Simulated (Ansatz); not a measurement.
# doublet [C2F4]+ at UB3LYP/6-31G(d) (spherical functions)

We compute a single-point energy of doublet [C2F4]+. 

The calculation is run with Ansatz 0.2.0.

41 further runs of the same task are left out: 41 set aside as unsound or not needed.

### 1 The structure to begin with

[C2F4]+ has 6 atoms, charge +1, and is taken as a doublet. SMILES of the parent species: `FC(F)=C(F)F`. The shape is that of a PBE0-D4/def2-TZVP optimisation. That shape belongs to the parent species and isn't relaxed for this state.

Bond lengths: F1–C2 1.310 Å, C2–F3 1.310 Å, C2–C4 1.320 Å, C4–F5 1.310 Å, C4–F6 1.310 Å. Angles: F1–C2–F3 113.3°, F1–C2–C4 123.4°, F3–C2–C4 123.4°, C2–C4–F5 123.4°, C2–C4–F6 123.4°, F5–C4–F6 113.3°.

### 2 The energy at UB3LYP/6-31G(d) (spherical functions)

The input, job.yaml:

```yaml
crystal:
  periodic: [false, false, false]
  atoms:
    - {symbol: F, position_ang: [1.169200, -1.134500, -0.708000]}
    - {symbol: C, position_ang: [0.202500, -0.640200, 0.025700]}
    - {symbol: F, position_ang: [-0.337500, -1.520600, 0.832300]}
    - {symbol: C, position_ang: [-0.188400, 0.618800, -0.041100]}
    - {symbol: F, position_ang: [0.351500, 1.499300, -0.847600]}
    - {symbol: F, position_ang: [-1.155200, 1.113100, 0.692600]}
basis:
  gaussian: {orbitals: 6-31G_st_-spherical.json}
magnetization: {spin_polarized: true, initial_magnetization: 1}
output: {orbitals: {seedname: orbitals}}
total_charge: 1
accuracy: high
hamiltonian: {xc: {name: B3LYP}}
```

The basis set 6-31G* is read from a file made from the Basis Set Exchange's data (not shown).

Started as:

```bash
ansatz run job.yaml --threads 1 --pin off --max-ram 3480MiB --events-out events.jsonl --progress --plain --runs-dir runs
```

The log of the run:

```text
Warning: RAYON_NUM_THREADS=1 ignored (pool sized by the plan → 1); use --threads N
Functional definition: B3LYP
  name "B3LYP"
  parameter a0 = 0.2
  parameter ax = 0.72
  parameter ac = 0.81
  exchange = (1 - a0 - ax)*slater_x + ax*b88_x + a0*exact_x
  correlation = (1 - ac)*vwn_rpa_c + ac*lyp_c
1875 factors; integrals over basis functions are off by at most 3.1e-9 eV
mean field evaluation 1: about -12924.1106 eV, gradient 4.2e1 eV
mean field evaluation 2: about -12914.2524 eV, gradient 7.1e1 eV
mean field evaluation 4: about -12928.7838 eV, gradient 7.3e-1 eV
mean field evaluation 8: about -12928.9772 eV, gradient 1.0e-2 eV
mean field evaluation 16: about -12928.9772 eV, gradient 3.7e-5 eV
mean field -12928.97716899 eV, -475.1311473850 hartree, gradient 4.5e-8 eV, S^2 0.751184; 0 other end points of the search recorded, 0 dependent functions left out
reference -12928.97719043 eV, -475.1311481729 hartree; 24, 23 occupied and 60, 61 virtual orbitals, 1875 factors
Total energy: -12928.97719043 eV, -475.1311481729 hartree
```

Run time: 11 s. Hardware: 1 thread of Arm Neoverse V1, shared host; peak memory 0.39 GiB.

### 3 What came out

At UB3LYP/6-31G* (spherical functions):

| quantity | value |
| --- | --- |
| total energy | -475.13115 Eh |
| HOMO energy (highest over α and β) | -15.87 eV |
| LUMO energy (lowest over α and β) | -12.94 eV |
| ⟨S²⟩ | 0.751 |
